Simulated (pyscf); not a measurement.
A first-order saddle from PySCF, ωB97X-D3(BJ)/def2-SVP:

```xyz
12

Bi    -0.4764    -1.5110    -0.1469
O     -0.6610    -0.6540     1.9703
O      1.2430    -0.8044    -1.0443
O     -2.0666    -0.8713    -1.3031
H     -1.1847    -1.1382     2.6208
H      1.1582     0.1499    -1.1872
H     -1.9791     0.0776    -1.4747
O     -0.5088     1.0553    -0.2083
C     -0.7041     1.9320     0.6644
O     -0.8794     1.7265     1.8948
H     -0.7268     2.9944     0.3343
H     -0.7913     0.4904     2.0484
```
Charge 0, spin multiplicity 1.

Surface: singlet, charge 0. Lowest wavenumbers (cm⁻¹): 373i, 53, 76, 125, 152.

Task: What reaction is this the transition state of?

Result: HO–Bi(OH)–OH + O=CH–OH ⇌ O=CH–O–Bi(OH)–OH + H₂O, a concerted two-bond exchange read from left to right: Bi–O, H–O broken and Bi–O, H–O formed. At ωB97M-D3(BJ)/def2-TZVP it lies -21.3 kJ/mol from the left side and +5.9 kJ/mol from the right (each side as separated species at their lowest minima found). On the reactant side the descent ends in a bound adduct, 68.2 kJ/mol under the separated species and 42.3 kJ/mol under the saddle at ωB97X-D3(BJ)/def2-TZVP. On the product side the descent ends in an adduct with a Bi–O contact (not fully relaxed), 50.1 kJ/mol under the separated species and 56.7 kJ/mol under the saddle at ωB97X-D3(BJ)/def2-TZVP. At ωB97M-D3(BJ) the saddle lies under the separated reactants, which points to a path from their complex (located at ωB97X-D3(BJ) alone). What is counted as broken (Bi–O) persists as a longer contact in the product adduct; parting that adduct is a step of its own. This is the saddle that the search found; another between the same sides may lie lower. Elements past Kr carry the def2 core potentials, without spin-orbit coupling.
